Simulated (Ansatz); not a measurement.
H5OPSi (`OP[SiH3]`). The species carries charge 0 and has multiplicity 1.

```
atom    x (Å)    y (Å)    z (Å)
  O1  -1.4681   1.0190   0.6034
  P2  -1.1287  -0.4203  -0.1639
 Si3   1.1102  -0.1921  -0.3730
  H4  -2.3110   1.3532   0.2873
  H5  -1.0033  -1.2714   0.9743
  H6   1.6404  -1.5377  -0.7246
  H7   1.7559   0.2932   0.8749
  H8   1.4047   0.7561  -1.4785
```

Q: What are the harmonic wavenumbers in cm⁻¹ at PBE0-D4/def2-TZVP (Ansatz, finite differences of forces, unscaled)? (Estimate.)

A: Computed: 142, 168, 248, 434, 471, 566, 757, 798, 882, 925, 932, 950, 1094, 2215, 2229, 2234, 2350, 3881.

Q: Is this a minimum?

A: Yes, all 18 modes are real.

Q: Give the ideal-gas thermochemistry at 298.15 K and 1 bar (rigid rotor, harmonic oscillator; point group C1, symmetry number 1).

A: Zero-point energy 127.3 kJ/mol; H(298) − E = 144.7 kJ/mol; entropy 310.1 J/(mol·K), of which translation 163.5, rotation 104.3, vibration 42.3; G(298) − E = 52.2 kJ/mol.

Q: Rotational constants (cm⁻¹)?

A: 0.5058, 0.1292, 0.1098.
